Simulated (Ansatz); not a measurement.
`CCCC(C)CC` + H₂ → `CCC` + `CCCC`  (hydrogenolysis of a C–C bond)

Computed with Ansatz on PBE0-D4/def2-TZVP structures; ΔE is electronic, products minus reactants. CBS: MP2 limit from def2 TZ/QZ plus the TZ coupled-cluster correction, frozen cores. This one scheme is used for every species. DFT in def2-TZVPP. B3LYP here is the variant with VWN-RPA as its local correlation; programs differ in this. Each species was taken in one conformer, which may not be the lowest.

| level | ΔE (kJ/mol) | difference from CCSD(T)/CBS |
| --- | --- | --- |
| revPBE-D4 | -52.0 | 3.9 |
| r2SCAN-D4 | -61.0 | -5.1 |
| B97M-V | -65.4 | -9.5 |
| B3LYP-D4 | -64.4 | -8.5 |
| r2SCANh-D4 | -61.8 | -5.9 |
| ωB97M-V | -59.3 | -3.4 |
| BLYP | -85.0 | -29.1 |
| r2SCAN0 | -67.5 | -11.6 |
| RPA@PBE/def2-TZVPP | -56.1 | -0.2 |
| CCSD(T)/def2-TZVPP | -57.1 | -1.2 |
| CCSD(T)/CBS | -55.9 | 0 |

Largest T1 diagnostic among the species: 0.008.

Leaving LDA and LC-ωPBE aside and taking each functional with its dispersion term where it has one, the values, not all of them listed here, spread over 19.6 kJ/mol, from B2PLYP to revPBE-D4. LDA lies +21.9 kJ/mol from PBE without D4. The D4 term adds +18.4 kJ/mol with B3LYP and +10.8 kJ/mol with PBE0; it sums over pairs of atoms, weighted by their polarisabilities, and B3LYP, whose exchange is more repulsive, gets the larger term. In def2-TZVPP, CCSD(T) changes the Hartree–Fock value by +37.0 kJ/mol (the triples alone add +6.7 kJ/mol) and MP2 by +42.8 kJ/mol.
